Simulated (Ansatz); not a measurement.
in.yaml

```yaml
crystal:
  periodic: [false, false, false]
  atoms:
    - {symbol: As, position_ang: [0.000000, 0.000000, 0.000000]}
    - {symbol: H, position_ang: [1.723307, 1.728767, 1.725425]}
    - {symbol: H, position_ang: [-1.730348, -1.720915, 1.726227]}
    - {symbol: H, position_ang: [-1.721313, 1.722892, -1.733273]}
    - {symbol: H, position_ang: [1.728354, -1.730744, -1.718380]}
basis:
  gaussian: {orbitals: 6-31G}
total_charge: 1
correlation: {method: fci, electrons: outside_noble_gas}
```

```sh
$ ansatz run in.yaml --threads 1 --pin off --events-out ev --progress --plain --max-ram 2393MiB
```

Log:

```
613 factors; integrals over basis functions are off by at most 4.6e-8 eV
mean field evaluation 1: about -60818.7822 eV, gradient 2.7e1 eV
mean field evaluation 2: about -60818.7805 eV, gradient 2.7e1 eV
mean field evaluation 4: about -60822.8274 eV, gradient 2.4e0 eV
mean field evaluation 8: about -60822.8529 eV, gradient 7.0e-5 eV
mean field evaluation 16: about -60816.8570 eV, gradient 7.6e-3 eV
mean field evaluation 32: about -60818.1827 eV, gradient 1.5e1 eV
mean field evaluation 64: about -60817.4738 eV, gradient 3.9e0 eV
mean field evaluation 96: about -60822.8545 eV, gradient 1.4e-1 eV
mean field -60822.85285742 eV, -2235.1986152996 hartree, gradient 2.8e-6 eV, S^2 0.000000; 6 other end points of the search recorded, 0 dependent functions left out; unrestricted orbitals would lower it
determinant -60822.85285742 eV, -2235.1986152996 hartree, with singles and doubles -60830.89680517 eV, -2235.4942249272 hartree
determinant -60820.18643370 eV, -2235.1006260353 hartree, with singles and doubles -60829.97050682 eV, -2235.4601840908 hartree
determinant -60822.85285742 eV, -2235.1986152996 hartree, with singles and doubles -60830.89019047 eV, -2235.4939818416 hartree
unrestricted determinant -60831.49146881 eV, -2235.5160784128 hartree, S^2 2.8556
14 core orbitals not correlated: weight in the atoms' cores, before any rotation towards them, 1.000 or more for the frozen orbitals, at most 0.000 for the correlated occupied ones
reference -60822.85285742 eV, -2235.1986152996 hartree; 4, 4 occupied and 19, 19 virtual orbitals, 613 factors
state -60832.61716808 eV, -2235.5574470979 hartree
Total energy: -60832.61716808 eV, -2235.5574470979 hartree
```

Ran on 1 thread of Arm Neoverse V2, shared host: 2.3 min wall, 1.3 GiB peak host memory.
